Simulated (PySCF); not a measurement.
P₂.

```xyz
2

P      0.0000     0.0000    -0.9442
P      0.0000     0.0000     0.9442
```
Charge 0, spin multiplicity 1.

The structure is a stationary point at B3LYP-D3(BJ)/def2-TZVPD.

Computed with KT2/pcSseg-2 (PySCF). Non-relativistic, no solvent.

Give the absolute GIAO shielding of each atom: isotropic value and principal components (ppm). (Estimate from the structure and the level; the computed values follow.)


```csv
atom,σ(iso),σ11,σ22,σ33,span
P1,-254.0,-866.9,-866.9,971.9,1838.8
P2,-254.0,-866.9,-866.9,971.9,1838.8
```
